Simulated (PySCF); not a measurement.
# Basis-set dependence of OH at PBE

PySCF, UKS reference; doublet, unpaired electrons π ↑; De to H + O without counterpoise correction.

```json
{"basis": "cc-pVDZ", "relativity": "no relativity", "functions": "19", "Re (Å)": "0.993", "ωe (cm⁻¹)": "3519", "De (eV)": "4.50", "μ (D)": "-1.63"}
{"basis": "def2-TZVP", "relativity": "no relativity", "functions": "37", "Re (Å)": "0.986", "ωe (cm⁻¹)": "3583", "De (eV)": "4.69", "μ (D)": "-1.73"}
{"basis": "pcseg-2", "relativity": "no relativity", "functions": "44", "Re (Å)": "0.983", "ωe (cm⁻¹)": "3599", "De (eV)": "4.75", "μ (D)": "-1.70"}
{"basis": "x2c-TZVPPall", "relativity": "spin-free X2C", "functions": "45", "Re (Å)": "0.983", "ωe (cm⁻¹)": "3600", "De (eV)": "4.73", "μ (D)": "-1.66"}
{"basis": "def2-TZVPPD", "relativity": "no relativity", "functions": "57", "Re (Å)": "0.984", "ωe (cm⁻¹)": "3605", "De (eV)": "4.77", "μ (D)": "-1.60"}
```

Problem. How does each smaller set differ from the one with most functions, def2-TZVPPD?

Solution. cc-pVDZ: +0.9 pm, -2.4 % in ωe, -0.27 eV in De; def2-TZVP: +0.2 pm, -0.6 % in ωe, -0.08 eV in De; pcseg-2: -0.1 pm, -0.2 % in ωe, -0.02 eV in De; x2c-TZVPPall: -0.1 pm, -0.1 % in ωe, -0.04 eV in De. All at PBE; the set with most functions is neither the basis-set limit nor always the best. The rows treat relativity differently, so the differences are not basis effects alone.

A positive dipole means H(−)O(+). The state was picked by a PBE0 search and need not be the measured ground state.
